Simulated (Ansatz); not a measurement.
**AlH₄+ (triplet): B3LYP, wB97M-V over a scan of the distance Al1–H5, cc-pVDZ**

Aim: run AlH₄+ (triplet) with these functionals over a scan of the distance Al1–H5, and hold them against the top wave-function level at the same points.

Method: cc-pVDZ, all electrons in the functionals; program: Ansatz 0.2.0, Gaussian basis.

The runs, in order: B3LYP, wB97M-V, at 1.310 Å; 1.512 Å; 1.663 Å; 1.867 Å; 2.032 Å; 2.324 Å; 2.664 Å; 3.098 Å; 3.584 Å; 4.588 Å; 5.649 Å.

21 further runs of the same task are left out: 12 for a known fault of the program, 8 that didn't finish, 1 set aside as unsound or not needed.

### Step 1. What is computed

The geometry derives from a PBE0/def2-TZVP stationary point (not a proven minimum). One bond is set to the value named and the two fragments are kept rigid.

5 atoms, charge 1, spin multiplicity 3.

Atoms are counted from 1 here; the program's logs count them from 0.

Bond lengths: Al1–H2 1.663 Å, Al1–H3 1.663 Å, Al1–H4 1.663 Å, Al1–H5 1.663 Å. Angles: H2–Al1–H3 135.7°, H2–Al1–H4 64.5°, H2–Al1–H5 135.7°, H3–Al1–H4 135.7°, H3–Al1–H5 64.5°, H4–Al1–H5 135.7°.

Geometry (Å):

```tsv
atom	x (Å)	y (Å)	z (Å)
Al1	0.0000	0.0000	0.0000
H2	0.6212	1.4104	0.6259
H3	-0.6250	-1.4074	0.6289
H4	-0.6299	1.4035	-0.6327
H5	0.6337	-1.4065	-0.6222
```

No dispersion term is added; wB97M-V holds VV10 nonlocal correlation. B3LYP takes the VWN-RPA correlation.

The geometry shown and the zero of energy belong to the point 1.663 Å. The yardstick, FCI, and other wave-function levels (R restricted, U unrestricted, valence and pair active spaces) come from earlier runs.

### Step 2. B3LYP, 1.310 Å

in.yaml

```yaml
crystal:
  periodic: [false, false, false]
  atoms:
    - {symbol: Al, position_ang: [0.004376, -0.009712, -0.004296]}
    - {symbol: H, position_ang: [0.625556, 1.400717, 0.621620]}
    - {symbol: H, position_ang: [-0.620578, -1.417128, 0.624638]}
    - {symbol: H, position_ang: [-0.625519, 1.393809, -0.636995]}
    - {symbol: H, position_ang: [0.503413, -1.117410, -0.494264]}
basis:
  gaussian: {orbitals: cc-pVDZ}
total_charge: 1
magnetization: {spin_polarized: true, initial_magnetization: 2}
hamiltonian: {xc: {name: B3LYP}}
```

On the command line:

```
> ansatz run in.yaml --threads 1 --pin off --events-out ev --progress --plain --max-ram 2393MiB
```

After this run come: B3LYP, 1.512 Å; B3LYP, 1.663 Å; B3LYP, 1.867 Å; B3LYP, 2.032 Å; B3LYP, 2.324 Å; B3LYP, 2.664 Å; B3LYP, 3.098 Å; B3LYP, 3.584 Å; B3LYP, 4.588 Å; B3LYP, 5.649 Å; wB97M-V, 1.310 Å; wB97M-V, 1.512 Å; wB97M-V, 1.663 Å; wB97M-V, 1.867 Å; wB97M-V, 2.032 Å; wB97M-V, 2.324 Å; wB97M-V, 2.664 Å; wB97M-V, 3.098 Å; wB97M-V, 3.584 Å; wB97M-V, 4.588 Å; wB97M-V, 5.649 Å.

**Question.** What will the summary of the whole plan be? Wanted: span of the FCI curve; largest miss, B3LYP; largest miss, wB97M-V.

As calculated:

```
             quantity                   value
span of the FCI curve             92.7 kJ/mol
  largest miss, B3LYP  +27.7 kJ/mol (5.649 Å)
largest miss, wB97M-V  +19.0 kJ/mol (5.649 Å)
```

What this shows: Of the functionals, wB97M-V keep the smallest largest miss at the points compared (at most 19.0 kJ/mol) and B3LYP strays most (27.7 kJ/mol, at 5.649 Å). Functionals and the yardstick converge differently with the basis, so part of each miss in cc-pVDZ is the basis.
